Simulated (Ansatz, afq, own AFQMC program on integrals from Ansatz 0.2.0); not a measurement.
**SiH4, singlet in 6-31G, levels against full CI**

```xyz
5

Si    0.0000    0.0000    0.0000
H     1.2641    1.2684    1.2655
H    -1.2696   -1.2620    1.2664
H    -1.2624    1.2636   -1.2719
H     1.2679   -1.2700   -1.2601
```

Basis 6-31G. Only valence electrons are correlated. AFQMC by an in-house program on the Cholesky factors that Ansatz 0.2.0 writes for its CCSD(T) run. ph-AFQMC/CISD is guided by a CISD state made of CCSD amplitudes; releasing the constraint for a short imaginary time cuts its bias at the price of noise, slowly where states lie close. ± is one standard error of the sampling.

Determinant: RHF, the one that the program's search chose, which needn't be the lowest solution. The geometry is a point of a scan.

Full CI on the same integrals is exact in this basis and with this determinant's frozen core.

Cautions: restricted determinant unstable towards unrestricted (UHF 554 meV lower, ⟨S²⟩ 1.30); CCSD(T) is in doubt: in a space of 8 electrons in 8 natural orbitals full CI lies 84 meV below it; the released energies are still falling, so no released level is given (meV from the phaseless value at times in 1/Eh: -8 ± 6 at 0.24, -13 ± 7 at 0.51, -24 ± 5 at 0.99, -35 ± 5 at 1.62, -45 ± 4 at 2.40).

- T1 diagnostic: 0.0168
- weight of the determinant in the CISD state: 0.793
- size of the correlated space: 8 electrons in 16 orbitals

| level | correlation energy (eV) |
| --- | --- |
| MP2 | -2.7196 |
| CCSD | -4.2264 |
| CCSD(T) | -4.3892 |

**Question.** Estimate where full CI lies against CCSD(T) on the same integrals.

**Answer.** 3.47 mEh below CCSD(T).

Reference: full CI, correlation energy -4.483 eV.

```csv
level,E − E(reference) (mEh),share of correlation (%)
CCSD(T),3.47,97.90
CCSDT,0.63,99.62
CCSDT(Q),0.21,99.87
CCSDTQ,-0.01,100.00
ph-AFQMC/CISD,2.55 ± 0.26,98.46
```

CCSDT and higher add their correlation energy to the determinant of the CCSD(T) run, since their own runs factorise the integrals more tightly (a shift of under 2 meV). A walk keeps the symmetry of its determinant, which the program's search chose and which needn't be the lowest solution, so a lower state of the same spin and another symmetry isn't excluded.
